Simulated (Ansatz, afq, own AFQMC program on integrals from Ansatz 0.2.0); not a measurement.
**GeNH, triplet → GeNH, quintet**

```
atom   x (Å)    y (Å)    z (Å)
  Ge  0.0000  -0.0292   0.3009
   N  0.0000   0.0385  -1.5921
   H  0.0000   1.5661   0.4378
```

Connectivity, by distances: GeH–N.

E(quintet, charge +0) − E(triplet, charge +0) at this geometry, on UHF and UHF determinants.

Basis cc-pVTZ. Noble-gas cores (and the filled d shells of Ga–Kr and In–Xe) are frozen. Ansatz 0.2.0 and our own AFQMC program on the same integrals; the CISD trial comes from CCSD amplitudes, and released means the phaseless constraint is let go. Error bars are statistical, one sigma. No spin–orbit coupling. The errors of all members are added in quadrature.

No full CI on the walks' own integrals is used here; CCSDT(Q) serves as the reference and is uncertain by about the last step of the cluster series. Each member takes its own surest rung, up to full CI.

Errors are counted within cc-pVTZ, not against nature.

Cautions: inner d shell frozen; no relativity below Rb; no spin-orbit coupling; GeNH (triplet): lower spins were not checked, an unrestricted solution with more broken spin lies lower, its ph-AFQMC/CISD value lies 28 ± 7 meV above CCSDT(Q); GeNH (quintet): another spin lies lower, the released energies are still falling, so no released level is given (meV from the phaseless value at times in 1/Eh: -15 ± 4 at 0.24, -16 ± 3 at 0.51, -26 ± 6 at 0.99, -26 ± 4 at 1.62, -30 ± 4 at 2.40), though the last usable value meets CCSDT(Q) within the noise, its ph-AFQMC/CISD value lies 25 ± 5 meV above CCSDT(Q).

Reference (CCSDT(Q)): 184.6 kJ/mol.

```
        level  vertical spin gap (kJ/mol)  error against CCSDT(Q) (kJ/mol)
           HF                       117.2                            -67.4
          MP2                       173.3                            -11.2
         CCSD                       181.1                             -3.5
      CCSD(T)                       183.5                             -1.0
        CCSDT                       184.2                             -0.4
  ph-AFQMC/HF                 184.3 ± 4.0                       -0.3 ± 4.0
ph-AFQMC/CISD                 184.3 ± 0.8                       -0.2 ± 0.8
```

Correlation beyond CCSD(T) adds 1.0 kJ/mol. The perturbative (T) step is worth +2.4 kJ/mol.

A walk keeps the symmetry of its determinant, which the program's search chose and which needn't be the lowest solution, so a lower state of the same spin and another symmetry isn't excluded.
